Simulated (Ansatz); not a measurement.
Reaction: C2HBCl2 (SMILES ClB(Cl)C#C) → BCl2 (SMILES Cl[B]Cl, doublet) + C2H (SMILES [C]#C, doublet) (the B-C bond breaks)
Each species at its own B3LYP-D3(BJ)/def2-TZVP minimum (Ansatz, a first-principles code).

Wanted: bond dissociation energy (electronic), in kJ/mol. UHF or UKS for unpaired electrons; spin-orbit terms are left out. CBS(X,Y): correlation extrapolated as X^-3, Hartree-Fock from the larger set. A bracket is a step between two methods taken in the basis named. Functionals run without relativity, which enters their misses. 'core' is core correlation in cc-pwCVTZ (1s frozen past Ne), 'X2C' scalar relativity in cc-pVTZ-DK, both at CCSD(T). The UHF reference of C2H ([C]#C, doublet) is spin-contaminated (<S^2> up to 0.36 over the pure value in the sets run).

CCSD(T)/CBS(cc-pV(T+d)Z,cc-pV(Q+d)Z) + [CCSDT(Q) - CCSD(T)]/cc-pV(D+d)Z + core + X2C (Ansatz) gives 608.7 kJ/mol.

Question: What does PBE/def2-TZVPD (Ansatz) give here, and how do the other levels compare?

Answer: PBE gives 602.7 kJ/mol, 6.0 kJ/mol below it. Differences of the others: wB97M-V/def2-TZVPD (Ansatz) 18.7; CCSD(T)/CBS(cc-pV(T+d)Z,cc-pV(Q+d)Z) + core + X2C (Ansatz) 3.5 kJ/mol.
